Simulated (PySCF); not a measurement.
# A diatomic session: BS−

The task here is to estimate one member of a computed series from the others.

Computed with PySCF 2.14.0. Level: B aug-cc-pVDZ, S aug-cc-pV(D+d)Z, no relativity.

1 further run of the same task is left out (set aside as unsound or not needed).

The first run:

The job is set up so:

- atoms: B, S
- charge: -1
- basis: B aug-cc-pVDZ, S aug-cc-pV(D+d)Z
- Hamiltonian: no relativity
- basis functions: 55
- electrons treated: 22
- masses in u: 11.0093, 31.9721
- levels: PBE0, PBE, r²SCAN, TPSSh, B3LYP, M06-L, HF, MP2, SCS-MP2, CCSD, CCSD(T)
- grid: 80 radial by 434 angular points
- occupations: held fixed by the projection of orbital angular momentum
- dissociation limit: B + S−, each in its ground configuration
- starting distance in angstrom: 1.900
- values of 2S to try: 0, 2

Launch:

```sh
$ OMP_NUM_THREADS=1 python dia.py task.json out
```

Steps of the session up to this table: Set-up; First curve: PBE0; PBE (GGA); r²SCAN (meta-GGA); TPSSh (hybrid meta-GGA); B3LYP (global hybrid GGA); M06-L (meta-GGA); RHF (mean field); Adding correlation.

One table of the session follows, with a row left open; its other results are not shown here.

Energy (eV) from each level's lowest point:

```
R (Å)    RHF  RHF-MP2  RHF-SCS-MP2  RHF-CCSD  RHF-CCSD(T)
1.460  1.327    1.377        1.389       n/a          n/a
1.528  0.595    0.632        0.640     0.666        0.691
1.596  0.187    0.210        0.215     0.230        0.246
1.647  0.041    0.053        0.055     0.063        0.071
1.698  0.000    0.000        0.000     0.000        0.000
1.749  0.041    0.028        0.026     0.019        0.010
1.817  0.192    0.160        0.155     0.139        0.118
1.902      ?        ?            ?         ?            ?
2.004  0.941    0.850        0.835     0.798        0.739
2.139  1.621    1.484        1.461       n/a          n/a
```

**Question.** Estimate the row for R (Å) = 1.902.

Worked estimate for «RHF». A straight line through the neighbours (1.817, 0.192) and (2.004, 0.941) gives 0.192 + (0.941 − 0.192) × (1.902 − 1.817) / (2.004 − 1.817) = 0.532; a parabola fitted to 4 rows on both sides gives 0.501.

The run gave: RHF: 0.488; RHF-MP2: 0.431; RHF-SCS-MP2: 0.422; RHF-CCSD: 0.396; RHF-CCSD(T): 0.358. In «RHF» the line misses by +0.044 and the parabola by +0.013.
